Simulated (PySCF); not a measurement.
Species: C5H7N.
Z-matrix (Å and degrees, GFN2-xTB geometry), rows numbered from 1:
```
C 
C   1  1.3318
C   2  1.4410  1  122.87
C   3  1.3449  2  126.96  1   179.91
C   4  1.4440  3  126.60  2    -0.02
N   5  1.2649  4  119.00  3   179.93
H   1  1.0765  2  121.92  3  -179.97
H   1  1.0779  2  121.58  3    -0.03
H   2  1.0805  1  119.36  3   179.99
H   3  1.0835  2  114.94  1    -0.10
H   4  1.0810  3  119.69  2  -179.97
H   5  1.0975  4  117.10  3    -0.00
H   6  1.0175  5  115.43  4  -179.95
```

The closed-shell ground state was solved at several levels (PySCF, density fitting, gas phase, non-relativistic).

| level | basis functions | total energy (Eh) | HOMO (eV) | LUMO (eV) | gap (eV) | dipole (D) |
| --- | --- | --- | --- | --- | --- | --- |
| B3LYP/pcJ-1 | 232 | -249.4561 | -6.62 | -1.86 | 4.76 | 2.23 |
| PBE0/pcSseg-1 | 137 | -249.1020 | -6.85 | -1.71 | 5.14 | 2.26 |

Q: What might CAM-B3LYP/def2-SVPD (176 basis functions) give for the same quantities?

A: Total energy -249.1249 Eh, HOMO -8.07 eV, LUMO -0.69 eV, gap 7.38 eV, dipole 2.35 D.

Q: Over all these levels, which gives the widest orbital gap and which the narrowest?

A: CAM-B3LYP/def2-SVPD (range-separated hybrid) has the widest, 7.38 eV, and B3LYP/pcJ-1 (global hybrid, 20 % exact exchange) the narrowest, 4.76 eV. Functional and basis both differ between the two, so the spread mixes both effects.

Q: How far do the dipole and the HOMO energy spread over the levels?

A: The dipole runs from 2.23 to 2.35 D (mean 2.28 D) and the HOMO from -8.07 to -6.62 eV.

One conformer stands for the species.
